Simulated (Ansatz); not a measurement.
# CH₃AlN radical (SMILES N=[C][AlH2]): single points off equilibrium

How do the functionals fare away from a minimum? The structure is a structure displaced at random from a GFN2-xTB minimum.

The runs use Ansatz 0.2.0, Gaussian basis; single points in def2-TZVPP.

Correlated methods freeze the cores. Orbitals are unrestricted.

### Step 1. The system as given

SMILES `N=[C][AlH2]`, 6 atoms, charge 0, spin multiplicity 2.

Atoms are counted from 1 here; the program's logs count them from 0.

Bond lengths: N1–C2 1.161 Å, N1–H4 1.080 Å, C2–Al3 2.026 Å, Al3–H5 1.702 Å, Al3–H6 1.562 Å. Angles: C2–N1–H4 134.4°, N1–C2–Al3 164.1°, C2–Al3–H5 110.5°, C2–Al3–H6 131.4°, H5–Al3–H6 118.1°.

Geometry (Å):

```xyz
6

N    -0.5510   -1.8663   -0.0819
C    -0.4115   -0.7192   -0.1951
Al    0.2569    1.1874   -0.0426
H    -0.0621   -2.6331    0.5013
H    -0.5284    2.1860   -1.1748
H     1.3298    1.8343    0.8897
```

### Step 2. CCSD(T)/def2-TZVPP

File run/in.yaml:

```yaml
crystal:
  periodic: [false, false, false]
  atoms:
    - {symbol: N, position_ang: [-0.551000, -1.866300, -0.081900]}
    - {symbol: C, position_ang: [-0.411500, -0.719200, -0.195100]}
    - {symbol: Al, position_ang: [0.256900, 1.187400, -0.042600]}
    - {symbol: H, position_ang: [-0.062100, -2.633100, 0.501300]}
    - {symbol: H, position_ang: [-0.528400, 2.186000, -1.174800]}
    - {symbol: H, position_ang: [1.329800, 1.834300, 0.889700]}
basis:
  gaussian: {orbitals: def2-TZVPP}
magnetization: {spin_polarized: true, initial_magnetization: 1}
correlation: {method: ccsd_t}
scf: {omitted_lower_state_checks: [cluster_reference]}
output: {forces: true}
```

No record of the launch command was kept for these runs.

### Step 3. PBE0-D4/def2-TZVPP

run/in.yaml: that of step 2 with these lines changed.

```diff
@@ -12,4 +12,3 @@
 magnetization: {spin_polarized: true, initial_magnetization: 1}
-correlation: {method: ccsd_t}
-scf: {omitted_lower_state_checks: [cluster_reference]}
-output: {forces: true}
+hamiltonian: {xc: pbe0, dispersion: d4}
+output: {forces: true, orbitals: {seedname: orbitals}}
```

### Step 4. wB97M-V/def2-TZVPP

run/in.yaml: that of step 3 with these lines changed.

```diff
@@ -12,3 +12,3 @@
 magnetization: {spin_polarized: true, initial_magnetization: 1}
-hamiltonian: {xc: pbe0, dispersion: d4}
-output: {forces: true, orbitals: {seedname: orbitals}}
+hamiltonian: {xc: {name: wB97M-V}}
+output: {forces: true}
```

### Step 5. r2SCAN-D4/def2-TZVPP

run/in.yaml: that of step 4 with these lines changed.

```diff
@@ -12,3 +12,3 @@
 magnetization: {spin_polarized: true, initial_magnetization: 1}
-hamiltonian: {xc: {name: wB97M-V}}
+hamiltonian: {xc: r2scan, dispersion: d4}
 output: {forces: true}
```

### Step 6. PBE-D4/def2-TZVPP

run/in.yaml: that of step 5 with these lines changed.

```diff
@@ -12,3 +12,3 @@
 magnetization: {spin_polarized: true, initial_magnetization: 1}
-hamiltonian: {xc: r2scan, dispersion: d4}
+hamiltonian: {xc: pbe, dispersion: d4}
 output: {forces: true}
```

### Step 7. r2SCAN0-D4/def2-TZVPP

run/in.yaml: that of step 6 with these lines changed.

```diff
@@ -12,3 +12,3 @@
 magnetization: {spin_polarized: true, initial_magnetization: 1}
-hamiltonian: {xc: pbe, dispersion: d4}
+hamiltonian: {xc: {name: r2SCAN0}, dispersion: d4}
 output: {forces: true}
```

### Step 8. SPW92/def2-TZVPP

run/in.yaml: that of step 7 with these lines changed.

```diff
@@ -12,3 +12,3 @@
 magnetization: {spin_polarized: true, initial_magnetization: 1}
-hamiltonian: {xc: {name: r2SCAN0}, dispersion: d4}
+hamiltonian: {xc: lda}
 output: {forces: true}
```

(Steps that only read results are left out.)

Before running it: what results should come out? Wanted: energy less free atoms, CCSD(T)/def2-TZVPP; RMS force component; RMS force error; HOMO and LUMO, PBE0-D4; T1 diagnostic.

**Answer**, as computed:

| quantity | value |
| --- | --- |
| energy less free atoms, CCSD(T)/def2-TZVPP | -18.044 eV |
| RMS force component | 1.841 to 2.532 eV/Å over the methods |
| RMS force error | PBE0-D4 0.530, wB97M-V 0.395, r2SCAN-D4 0.604, PBE-D4 0.544, r2SCAN0-D4 0.532, SPW92 0.820 eV/Å |
| HOMO and LUMO, PBE0-D4 | -4.28 and -2.31 eV |
| T1 diagnostic | 0.031 |

Against CCSD(T) the functionals' energies less atoms differ by -3.898 to -0.357 eV, PBE-D4 by -1.494 eV. CCSD(T) in triple zeta still lacks some correlation energy of the bonds, so part of these gaps is its own basis error and they don't rank the functionals. The forces of wB97M-V come nearest to CCSD(T), those of SPW92 are farthest. Frozen-core CCSD(T) forces in triple zeta carry basis errors of their own, and this is one geometry, so small gaps rank nothing.
